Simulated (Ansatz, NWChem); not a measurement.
# NWChem → Ansatz

This NWChem 7.3.0 job computes SiH3F (SMILES F[SiH3]):

fh3si.nw:
```
start fh3si
memory 2200 mb
charge 0

geometry units angstroms noautosym nocenter noautoz
F    -0.781271    0.370764    2.553632
Si    0.536629    0.188664    1.664932
H    -0.367800   -0.192600   -1.443700
H     1.261929   -1.009936    2.147232
H     1.373829    1.401364    1.819032
end

basis spherical bse
* library def2-TZVPP
end

dft
xc b3lyp
grid fine
convergence energy 1e-08
iterations 100
mulliken
end

task dft
```

```bash
$ nwchem fh3si.nw > fh3si.out
```

The Si2–H3 distance was set to 3.260 Å, away from the relaxed value.

A bond is far stretched, where a restricted reference may be unsound.

It gives a total energy of -391.105178 Eh.

**Question.** Write the same calculation for Ansatz 0.2.0 as an input file of the program's own.

**Answer.** One way, which was run:

molecule.yaml:
```yaml
crystal:
  periodic: [false, false, false]
  atoms:
    - {symbol: F, position_ang: [-0.781271, 0.370764, 2.553632]}
    - {symbol: Si, position_ang: [0.536629, 0.188664, 1.664932]}
    - {symbol: H, position_ang: [-0.367800, -0.192600, -1.443700]}
    - {symbol: H, position_ang: [1.261929, -1.009936, 2.147232]}
    - {symbol: H, position_ang: [1.373829, 1.401364, 1.819032]}
basis:
  gaussian:
    orbitals: def2-TZVPP
hamiltonian:
  xc: {name: B3LYP}
accuracy: high
output: {orbitals: {seedname: orbitals}}
```

```bash
$ ansatz run molecule.yaml --threads 1 --pin off --max-ram 3480MiB --events-out events.jsonl --progress --plain --runs-dir runs
```

Its energy is -391.105178 Eh, 0.000 mEh from the first.
